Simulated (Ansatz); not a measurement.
in.yaml

```yaml
crystal:
  periodic: [false, false, false]
  atoms:
    - {symbol: Zr, position_ang: [0.000000, 0.000000, 0.000000]}
    - {symbol: C, position_ang: [0.000000, 0.000000, 2.385000]}
basis:
  gaussian: {orbitals: def2-TZVPP}
magnetization: {spin_polarized: true, initial_magnetization: 0}
hamiltonian: {xc: {name: PBE}}
output: {orbitals: {seedname: orbitals}}
```

```sh
$ ansatz run in.yaml --threads 1 --pin off --events-out ev --progress --plain --max-ram 2393MiB
```

Output:

```
492 factors; their error is unknown
mean field evaluation 1: about -2260.0510 eV, gradient 8.7e1 eV
mean field evaluation 2: about -2069.0735 eV, gradient 1.3e2 eV
mean field evaluation 4: about -2215.8479 eV, gradient 1.2e2 eV
mean field evaluation 8: about -2261.6575 eV, gradient 5.8e1 eV
mean field evaluation 16: about -2307.7558 eV, gradient 9.5e-5 eV
mean field evaluation 32: about -2308.0563 eV, gradient 6.7e-1 eV
mean field evaluation 64: about -2308.3329 eV, gradient 8.2e-2 eV
mean field evaluation 96: about -2308.0147 eV, gradient 4.4e-1 eV
mean field evaluation 128: about -2308.2272 eV, gradient 3.2e-5 eV
mean field evaluation 160: about -2244.4194 eV, gradient 1.0e2 eV
mean field evaluation 192: about -2308.2104 eV, gradient 2.6e-6 eV
mean field evaluation 224: about -2308.2838 eV, gradient 1.3e-5 eV
mean field evaluation 256: about -2308.1377 eV, gradient 1.7e-3 eV
mean field evaluation 288: about -2308.2837 eV, gradient 5.7e-2 eV
mean field evaluation 320: about -2308.2838 eV, gradient 5.9e-2 eV
mean field evaluation 352: about -2308.1722 eV, gradient 5.9e-1 eV
mean field evaluation 384: about -2307.9253 eV, gradient 6.5e0 eV
mean field evaluation 416: about -2308.2855 eV, gradient 1.8e0 eV
mean field evaluation 448: about -2308.3334 eV, gradient 5.9e-2 eV
mean field -2308.33343203 eV, -84.8296889827 hartree, gradient 2.2e-6 eV, S^2 2.084623; 29 other end points of the search recorded, 0 dependent functions left out
reference -2308.33346809 eV, -84.8296903078 hartree; 9, 9 occupied and 78, 78 virtual orbitals, 492 factors
Total energy: -2308.33346809 eV, -84.8296903078 hartree
```

Ran on 1 thread of AMD EPYC 7R43, shared host: 61 s wall, 0.19 GiB peak host memory.
